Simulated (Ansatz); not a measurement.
**CH₅AlSi (SMILES [CH2]1[AlH][SiH2]1): one structure at several levels**

A test off equilibrium: a structure displaced at random from a GFN2-xTB minimum is computed at several levels, and each is set against CCSD(T).

The runs use Ansatz 0.2.0, Gaussian basis; single points in def2-TZVPP.

Cores are frozen in the correlated methods.

**1. The starting structure**

8 atoms, charge 0, spin multiplicity 1.

Atoms are counted from 1 here; the program's logs count them from 0.

Bond lengths: C1–Al2 2.024 Å, C1–Si3 2.100 Å, C1–H4 1.125 Å, C1–H5 1.176 Å, Al2–Si3 2.516 Å, Al2–H6 1.452 Å, Si3–H7 1.369 Å, Si3–H8 1.491 Å. Angles: Al2–C1–Si3 75.1°, Al2–C1–H4 119.7°, Al2–C1–H5 124.4°, Si3–C1–H4 104.1°, Si3–C1–H5 107.4°, H4–C1–H5 113.4°, C1–Al2–Si3 53.8°, C1–Al2–H6 155.6°, Si3–Al2–H6 149.6°, C1–Si3–Al2 51.1°, C1–Si3–H7 112.1°, C1–Si3–H8 118.6°, Al2–Si3–H7 126.4°, Al2–Si3–H8 134.1°, H7–Si3–H8 99.4°.

As a file:

```xyz
8
charge 0, multiplicity 1
C    -0.51070    0.38360   -0.78640
Al    0.05870    1.39780    0.87030
Si    0.48690   -1.03560    0.39720
H    -1.56040   -0.01280   -0.86360
H     0.04670    0.43300   -1.82060
H     0.07110    2.51500    1.79770
H     1.58020   -1.55880   -0.23900
H    -0.22110   -2.30060    0.74540
```

**2. CCSD(T)/def2-TZVPP**

Input file run/in.yaml:

```yaml
crystal:
  periodic: [false, false, false]
  atoms:
    - {symbol: C, position_ang: [-0.510700, 0.383600, -0.786400]}
    - {symbol: Al, position_ang: [0.058700, 1.397800, 0.870300]}
    - {symbol: Si, position_ang: [0.486900, -1.035600, 0.397200]}
    - {symbol: H, position_ang: [-1.560400, -0.012800, -0.863600]}
    - {symbol: H, position_ang: [0.046700, 0.433000, -1.820600]}
    - {symbol: H, position_ang: [0.071100, 2.515000, 1.797700]}
    - {symbol: H, position_ang: [1.580200, -1.558800, -0.239000]}
    - {symbol: H, position_ang: [-0.221100, -2.300600, 0.745400]}
basis:
  gaussian: {orbitals: def2-TZVPP}
correlation: {method: ccsd_t}
output: {forces: true}
```

No record of the launch command was kept for these runs.

**3. PBE0-D4/def2-TZVPP**

Changes to run/in.yaml since step 2:

```diff
@@ -13,3 +13,3 @@
   gaussian: {orbitals: def2-TZVPP}
-correlation: {method: ccsd_t}
-output: {forces: true}
+hamiltonian: {xc: pbe0, dispersion: d4}
+output: {forces: true, orbitals: {seedname: orbitals}}
```

**4. wB97M-V/def2-TZVPP**

Changes to run/in.yaml since step 3:

```diff
@@ -13,3 +13,3 @@
   gaussian: {orbitals: def2-TZVPP}
-hamiltonian: {xc: pbe0, dispersion: d4}
-output: {forces: true, orbitals: {seedname: orbitals}}
+hamiltonian: {xc: {name: wB97M-V}}
+output: {forces: true}
```

**5. r2SCAN-D4/def2-TZVPP**

Changes to run/in.yaml since step 4:

```diff
@@ -13,3 +13,3 @@
   gaussian: {orbitals: def2-TZVPP}
-hamiltonian: {xc: {name: wB97M-V}}
+hamiltonian: {xc: r2scan, dispersion: d4}
 output: {forces: true}
```

**6. PBE-D4/def2-TZVPP**

Changes to run/in.yaml since step 5:

```diff
@@ -13,3 +13,3 @@
   gaussian: {orbitals: def2-TZVPP}
-hamiltonian: {xc: r2scan, dispersion: d4}
+hamiltonian: {xc: pbe, dispersion: d4}
 output: {forces: true}
```

**7. LC-wPBE/def2-TZVPP**

Changes to run/in.yaml since step 6:

```diff
@@ -13,3 +13,3 @@
   gaussian: {orbitals: def2-TZVPP}
-hamiltonian: {xc: pbe, dispersion: d4}
+hamiltonian: {xc: {name: LC-wPBE}}
 output: {forces: true}
```

**8. r2SCANh-D4/def2-TZVPP**

Changes to run/in.yaml since step 7:

```diff
@@ -13,3 +13,3 @@
   gaussian: {orbitals: def2-TZVPP}
-hamiltonian: {xc: {name: LC-wPBE}}
+hamiltonian: {xc: {name: r2SCANh}, dispersion: d4}
 output: {forces: true}
```

(Steps that only read results are left out.)

What does the calculation give? Wanted: energy less free atoms, CCSD(T)/def2-TZVPP; RMS force component; RMS force error; HOMO and LUMO, PBE0-D4; T1 diagnostic.

As calculated:

```
                                  quantity                                                                                              value
energy less free atoms, CCSD(T)/def2-TZVPP                                                                                     -2254.1 kJ/mol
                       RMS force component                                                               1.466 to 1.604 eV/Å over the methods
                           RMS force error  PBE0-D4 0.092, wB97M-V 0.096, r2SCAN-D4 0.075, PBE-D4 0.115, LC-wPBE 0.191, r2SCANh-D4 0.085 eV/Å
                    HOMO and LUMO, PBE0-D4                                                                                 -5.71 and -2.07 eV
                             T1 diagnostic                                                                                              0.013
```

What this shows: Against CCSD(T) the functionals' energies less atoms differ by -70.6 to -32.0 kJ/mol, PBE-D4 by -68.6 kJ/mol. CCSD(T) in triple zeta still lacks some correlation energy of the bonds, so part of these gaps is its own basis error and they don't rank the functionals. On forces the order runs from r2SCAN-D4 to LC-wPBE. Frozen-core CCSD(T) forces in triple zeta carry basis errors of their own, and this is one geometry, so small gaps rank nothing.
